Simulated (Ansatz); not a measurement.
Z-matrix (Å, degrees):
```
C
C 1 1.520
H 1 1.093 2 112.2
H 1 1.092 2 110.7 3 -119.8
H 1 1.094 2 111.5 3 121.4
C 2 1.527 1 114.8 3 -62.5
H 2 1.094 1 109.4 3 176.6
H 2 1.096 1 109.8 3 59.9
O 6 1.419 2 111.6 1 -63.8
C 6 1.518 2 113.6 1 62.6
H 6 1.095 2 107.5 1 -177.4
H 9 0.961 6 108.1 2 72.1
H 10 1.094 6 111.3 2 -63.7
H 10 1.091 6 110.1 2 176.6
H 10 1.093 6 111.2 2 56.3
```

The species carries charge 0 and has multiplicity 1.

Task: List the PBE/def2-TZVPP orbital energies in eV (the Gaussian-basis code of Ansatz). (An estimate is asked.)

Result: The calculation gave: Occupied: -509.99, -270.12, -268.74, -268.68, -268.61, -25.41, -19.48, -17.91, -16.02, -14.23, -11.94, -11.47, -10.84, -10.46, -9.43, -9.39, -8.70, -8.37, -8.05, -7.41, -6.09. Lowest empty: 0.13, 0.91, 1.32, 1.62, 1.95, 2.36, 2.52, 2.81.
